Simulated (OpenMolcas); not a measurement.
**C2H6Si (SMILES CC[SiH]): the dipole moment, rung by rung**

The species is C2H6Si (9 atoms), meant as a singlet with charge 0. As SMILES, `CC[SiH]`. Geometry: relaxed at PBE0-D4/def2-TZVP. This is one conformer, not always the lowest.

```tsv
atom	x (Å)	y (Å)	z (Å)
C	-0.5936	0.4956	-0.5627
C	0.4234	-0.5638	-0.1589
Si	1.4751	-0.3587	1.3987
H	-1.2089	0.1731	-1.4077
H	-0.0980	1.4230	-0.8605
H	-1.2584	0.7363	0.2695
H	1.0510	-0.8648	-1.0043
H	-0.1030	-1.4977	0.1334
H	0.4011	0.4106	2.1753
```

Each level gives the dipole moment (D). The values are calculated.

| level | kind | program | value (D) | CPU time |
| --- | --- | --- | --- | --- |
| SVWN5/cc-pVDZ | LDA | OpenMolcas | 1.41 | 22 s |
| BLYP/cc-pVDZ | GGA | OpenMolcas | 1.23 | 31 s |
| M06-L/cc-pVDZ | meta-GGA | OpenMolcas | 1.34 | 42 s |
| TPSS/cc-pVDZ | meta-GGA | OpenMolcas | 1.33 | 42 s |
| B3LYP/cc-pVDZ | global hybrid | OpenMolcas | 1.20 | 30 s |
| BHLYP/cc-pVDZ | global hybrid | OpenMolcas | 1.15 | 29 s |
| M06-2X/cc-pVDZ | hybrid meta-GGA | OpenMolcas | 1.11 | 39 s |
| PBE0/cc-pVDZ | global hybrid | OpenMolcas | 1.30 | 29 s |

The values span 1.11 to 1.41 D. Magnitudes only. CPU times are rough (shared hosts, several kinds of processor): they show what a rung costs within a factor of a few.
